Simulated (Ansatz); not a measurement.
Consider the homolysis of the H–Mg bond: `C[CH2][MgH]` → H• + `C[CH2][Mg]`•.

Calculated with Ansatz (gas phase, PBE0-D4/def2-TZVP geometries, no zero-point term in ΔE). CBS: MP2 limit from def2 TZ/QZ plus the TZ coupled-cluster correction, frozen cores. This one scheme is used for every species, atoms too. Functionals use def2-TZVPP. HSE06 is defined as in plane-wave codes. No spin–orbit coupling; open shells (•) take unrestricted orbitals. Bonds to Mg are less sure, by a few kJ/mol each and by 10 to 20 or more in all where they break to atoms, as the def2 sets lack core-valence functions.

```
         level  ΔE (kcal/mol)  difference from CCSD(T)/CBS
   LDA (SPW92)           73.2                         -1.7
     revPBE-D4           64.2                        -10.7
       BLYP-D4           67.7                         -7.2
     r2SCAN-D4           67.8                         -7.1
    r2SCAN0-D4           67.8                         -7.1
      BHLYP-D4           69.5                         -5.4
        B2PLYP           69.9                         -5.0
           PBE           66.0                         -8.9
        revPBE           65.6                         -9.3
          BLYP           68.9                         -6.0
       r2SCANh           67.9                         -7.0
         HSE06           66.5                         -8.4
 CCSD/def2-SVP           68.5                         -6.4
 HF/def2-QZVPP           51.0                        -23.9
MP2/def2-QZVPP           69.5                         -5.4
 MP2/CBS(def2)           71.3                         -3.6
   CCSD(T)/CBS           74.9                            0
```

Largest T1 diagnostic among the species: 0.012.

Leaving LDA and LC-ωPBE aside and taking each functional with its dispersion term where it has one, the values, not all of them listed here, spread over 10.2 kcal/mol, from revPBE-D4 to B97M-V. LDA lies +7.2 kcal/mol from PBE without D4, its usual overbinding. The D4 term adds −0.9 kcal/mol with B3LYP and −0.4 kcal/mol with PBE0; it sums over pairs of atoms, weighted by their polarisabilities, and B3LYP, whose exchange is more repulsive, gets the larger term.

B3LYP here is the variant with VWN-RPA as its local correlation; programs differ in this.
